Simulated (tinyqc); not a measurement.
Worked calculation (part 2 of 2): G0W0 on RHF in the sto-6g basis, for H2O, spin multiplicity 1. Computed by tinyqc, a small Python program that keeps every step (integrals from PySCF). Command: `OMP_NUM_THREADS=1 python tinyqc.py 28199 28200 out.jsonl` (the two numbers bound the seeds that draw the settings). One thread of a shared host (Intel(R) Xeon(R) Processor @ 2.60GHz), about 0.2 s of CPU time with the checks.

Geometry (angstrom):
```
atom       x        y       z
O     0.0000   0.0000  0.0000
H     0.0000   0.7890  0.7230
H     0.0000  -0.7890  0.7230
```

## G0W0 on Hartree-Fock: LUMO

orbital energies (hartree): MO1 -20.5295, MO2 -1.2355, MO3 -0.5506, MO4 -0.4658, MO5 -0.3990, MO6 0.5083, MO7 0.5855

Two-electron integrals over orbitals (pq|rs), unique and non-zero (hartree):
```
(11|11) 4.7632      (21|11) -0.4355     (21|21) 0.0643      (22|11) 1.0298
(22|21) -0.0156     (22|22) 0.7281      (31|31) 0.0115      (32|31) 0.0174
(32|32) 0.1333      (33|11) 0.7839      (33|21) -0.0045     (33|22) 0.6294
(33|33) 0.6094      (41|11) 0.1834      (41|21) -0.0250     (41|22) 0.0140
(41|33) 0.0057      (41|41) 0.0264      (42|11) -0.1565     (42|21) 0.0093
(42|22) -0.0183     (42|33) 0.0028      (42|41) 0.0170      (42|42) 0.1289
(43|31) -0.0033     (43|32) 0.0236      (43|43) 0.0549      (44|11) 0.9410
(44|21) -0.0116     (44|22) 0.6608      (44|33) 0.5769      (44|41) -0.0089
(44|42) -0.0942     (44|44) 0.7101      (51|51) 0.0267      (52|51) 0.0329
(52|52) 0.1491      (53|53) 0.0276      (54|51) -0.0128     (54|52) -0.0467
(54|54) 0.0504      (55|11) 1.1171      (55|21) -0.0115     (55|22) 0.7543
(55|33) 0.6148      (55|41) 0.0046      (55|42) -0.0816     (55|44) 0.6941
(55|55) 0.8807      (61|11) -0.2108     (61|21) 0.0335      (61|22) -0.0014
(61|33) 0.0009      (61|41) 0.0013      (61|42) 0.0215      (61|44) -0.0169
(61|55) -0.0051     (61|61) 0.0298      (62|11) 0.2840      (62|21) -0.0066
(62|22) 0.1376      (62|33) 0.0739      (62|41) 0.0190      (62|42) 0.0283
(62|44) 0.0645      (62|55) 0.1457      (62|61) 0.0104      (62|62) 0.0989
(63|31) 0.0032      (63|32) -0.0311     (63|43) -0.0334     (63|63) 0.0677
(64|11) 0.2617      (64|21) -0.0029     (64|22) 0.1197      (64|33) 0.0503
(64|41) -1.20e-04   (64|42) -0.0547     (64|44) 0.1313      (64|55) 0.1453
(64|61) -0.0024     (64|62) 0.0578      (64|64) 0.0965      (65|51) 0.0133
(65|52) 0.0516      (65|54) 0.0044      (65|65) 0.0353      (66|11) 0.8129
(66|21) -0.0078     (66|22) 0.6100      (66|33) 0.5616      (66|41) 0.0186
(66|42) 0.0472      (66|44) 0.5542      (66|55) 0.5907      (66|61) 0.0093
(66|62) 0.0997      (66|64) 0.0529      (66|66) 0.5975      (71|31) 0.0149
(71|32) 0.0215      (71|43) -0.0044     (71|63) 0.0037      (71|71) 0.0194
(72|31) 0.0146      (72|32) 0.0500      (72|43) -0.0341     (72|63) 0.0321
(72|71) 0.0181      (72|72) 0.0653      (73|11) 0.3670      (73|21) -0.0069
(73|22) 0.1548      (73|33) 0.0904      (73|41) -0.0006     (73|42) -0.0833
(73|44) 0.1394      (73|55) 0.1980      (73|61) -0.0060     (73|62) 0.0695
(73|64) 0.1008      (73|66) 0.0444      (73|73) 0.1613      (74|31) -0.0090
(74|32) -0.0761     (74|43) -0.0114     (74|63) 0.0508      (74|71) -0.0115
(74|72) -0.0154     (74|74) 0.0734      (75|53) 0.0237      (75|75) 0.0239
(76|31) 0.0078      (76|32) 0.0856      (76|43) 0.0588      (76|63) -0.0597
(76|71) 0.0097      (76|72) -0.0083     (76|74) -0.0619     (76|76) 0.1107
(77|11) 0.8280      (77|21) -0.0081     (77|22) 0.6080      (77|33) 0.5901
(77|41) 0.0039      (77|42) -0.0131     (77|44) 0.5790      (77|55) 0.6046
(77|61) -0.0032     (77|62) 0.0619      (77|64) 0.0443      (77|66) 0.5591
(77|73) 0.0841      (77|77) 0.5967
```

excitation energies w (hartree): 0.9754  1.0312  1.0584  1.0877  1.2743  1.4433  1.9509  1.9686  21.0972  21.1538

X + Y:
```
          1       2        3        4        5        6        7        8
1>6  0.0000  0.0000   0.0000   0.0000   0.0000   0.0016   0.0000  -0.0015
1>7  0.0000  0.0000   0.0000  -0.0017   0.0011   0.0000  -0.0034   0.0000
2>6  0.0000  0.0000  -0.0564   0.0000   0.0000  -0.3068   0.0000   0.9028
2>7  0.0000  0.0000   0.0000  -0.0926  -0.0344   0.0000   0.9632   0.0000
3>6  0.0000  0.0000   0.0000   0.7077   0.6319   0.0000   0.0526   0.0000
3>7  0.0000  0.0000  -0.4235   0.0000   0.0000   0.7818   0.0000   0.1806
4>6  0.0000  0.0000   0.8745   0.0000   0.0000   0.3136   0.0000   0.1075
4>7  0.0000  0.0000   0.0000  -0.6815   0.6541   0.0000  -0.0213   0.0000
5>6  0.9644  0.0000   0.0000   0.0000   0.0000   0.0000   0.0000   0.0000
5>7  0.0000  0.9771   0.0000   0.0000   0.0000   0.0000   0.0000   0.0000

           9       10
1>6   0.9986   0.0000
1>7   0.0000   0.9991
2>6   0.0002   0.0000
2>7   0.0000   0.0003
3>6   0.0000   0.0000
3>7  -0.0001   0.0000
4>6   0.0000   0.0000
4>7   0.0000  -0.0001
5>6   0.0000   0.0000
5>7   0.0000   0.0000
```

W(p,q,m) = sqrt2 sum_ia (pq|ia) (X+Y)_ia,m; Sigma_c(x) = sum_(i,m) W^2/(x - e_i + w_m) + sum_(a,m) W^2/(x - e_a - w_m); solve x = e_p + Sigma_c(x) by Newton steps; Z = 1/(1 - dSigma/dx); 1 hartree = 27.211386 eV.

The 12 largest terms at x = e_p (hartree; W for the signs of X + Y given):
```
q  m        W     term
6  8   0.1466  -0.0109
7  5  -0.1102  -0.0090
4  6   0.1291   0.0069
2  8   0.1528   0.0063
3  5   0.1060   0.0048
4  8   0.1142   0.0044
4  3   0.0544   0.0015
5  1   0.0482   0.0012
2  6   0.0596   0.0011
6  3   0.0309  -0.0009
3  7   0.0472   0.0007
6  6   0.0293  -0.0006
```

Newton steps (hartree):
```
step       x  Sigma_c(x)       Z
0     0.5083      0.0058  0.9768
1     0.5139      0.0057  0.9768
2     0.5139      0.0057  0.9768
```

quasiparticle energy of the LUMO = 13.9848 eV

Hartree-Fock value = 13.8307 eV
